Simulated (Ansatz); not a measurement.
Molecule: propane, C$_{3}$H$_{8}$, net charge 0, singlet state. SMILES: CCC
Geometry: optimised at B3LYP-D3(BJ)/def2-TZVP (Ansatz, a quantum-chemistry and plane-wave program).

Parts of the frozen-core correlation energy in 6-31G* (Ansatz, hartree). Frozen orbitals: 3; correlated occupied orbitals by spin: 10 and 10; virtual: 48 and 48. No spin-orbit coupling. Non-relativistic.

```tsv
term	value
reference (HF)	-118.26342
MP2 opposite-spin	[?]
MP2 same-spin	[?]
CCSD correlation	[?]
(T)	-0.01137
T1 diagnostic	0.008
largest doubles amplitude	0.023
```

Question: Some entries are withheld; supply them.

Answer: 
- MP2 opposite-spin, value: -0.30787
- MP2 same-spin, value: -0.08901
- CCSD correlation, value: -0.44121
